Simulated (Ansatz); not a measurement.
System (SMILES): ClCl (Cl2).
Atoms: Cl1, Cl2. Bonds: Cl1-Cl2.

How fast the highest harmonic wavenumber converges with the basis for several methods (Ansatz, an electronic-structure program): deviation from each method's own reference, in cm⁻¹. References: B3LYP 539 cm⁻¹, the value in def2-QZVPPD; CCSD(T) 554 cm⁻¹, the value in def2-QZVPP; HF 613 cm⁻¹, the value in def2-QZVPPD; MP2 582 cm⁻¹, the value in def2-QZVPP; PBE 537 cm⁻¹, the value in def2-QZVPPD. Cartesian d functions, on some or all atoms, in 6-31G*; all else is spherical. In correlated methods cores are frozen. No added dispersion term, no relativity. Each level at its own minimum, unscaled; the references are large sets that could be run, not limits.

```csv
basis,functions,B3LYP,CCSD(T),HF,MP2,PBE
def2-SVP,36,-44,-77,-53,___,-50
6-31G*,38,-22,-53,-17,___,-28
pcseg-2,68,-4,-3,-4,___,-4
def2-TZVPP,84,-2,-12,-4,___,-1
"6-311++G(3df,3pd)",94,-1,-13,-1,___,-1
jun-cc-pV(T+d)Z,96,1,-9,1,___,1
def2-TZVPPD,102,1,-10,-1,___,1
aug-cc-pV(T+d)Z,110,-1,-13,-1,___,-1
```

Problem. Some entries are withheld; supply them.

Solution. 
- def2-SVP, MP2: -59
- 6-31G*, MP2: -38
- pcseg-2, MP2: 2
- def2-TZVPP, MP2: -8
- 6-311++G(3df,3pd), MP2: -8
- jun-cc-pV(T+d)Z, MP2: -5
- def2-TZVPPD, MP2: -6
- aug-cc-pV(T+d)Z, MP2: -9

Mean absolute deviation over pcseg-2, def2-TZVPP, 6-311++G(3df,3pd), jun-cc-pV(T+d)Z, def2-TZVPPD, aug-cc-pV(T+d)Z: B3LYP 2, PBE 2, HF 2, MP2 6, CCSD(T) 10 cm⁻¹.
